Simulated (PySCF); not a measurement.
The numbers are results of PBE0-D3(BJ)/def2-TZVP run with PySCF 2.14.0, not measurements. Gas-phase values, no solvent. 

Reference species (SMILES): `C=[SiH]` (neutral, multiplicity 2).

| Quantity | Value |
|---|---|
| dipole moment | 0.63 D |

Changed species: `[S]C` (radical fragment; the reference has radical fragment).

Predict the effect on the dipole moment.

the dipole moment rises by 1.11 D, to 1.74 D.
